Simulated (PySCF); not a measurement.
ethylamine (C₂H₇N), SMILES CCN. Atoms are numbered in the order given.

```xyz
10

C      1.1819     0.4546     0.0168
C      0.0501    -0.5541    -0.1032
N     -1.2471     0.1186    -0.0016
H      2.1528    -0.0324    -0.0916
H      1.0887     1.2263    -0.7486
H      1.1641     0.9454     0.9938
H      0.1911    -1.3471     0.6466
H      0.0954    -1.0374    -1.0826
H     -2.0074    -0.5444    -0.0960
H     -1.3471     0.5561     0.9080
```
Charge 0, spin multiplicity 1.

Coordinates come from a B3LYP-D3(BJ)/def2-TZVP optimisation. The values are those of a single conformer.

Two levels are set side by side: PBE/pcSseg-1 (PySCF) and HF/pcSseg-1 (PySCF). GIAO shifts against NH3 (¹⁵N), TMS (¹H), TMS (¹³C) at the same level; non-relativistic, no solvent, atoms listed together averaged. Differences are taken from unrounded values.

```
quantity              HF   PBE  PBE minus HF
------------------  ----  ----  ------------
δ(¹³C) of C1 (ppm)  19.3  19.7           0.4
δ(¹³C) of C2 (ppm)  36.6  44.0           7.4
δ(¹⁵N) of N3 (ppm)  30.5  46.6          16.1
```

Rough cost on one machine, each run with all the roots and properties that it gave: HF against PBE within a factor of 2.
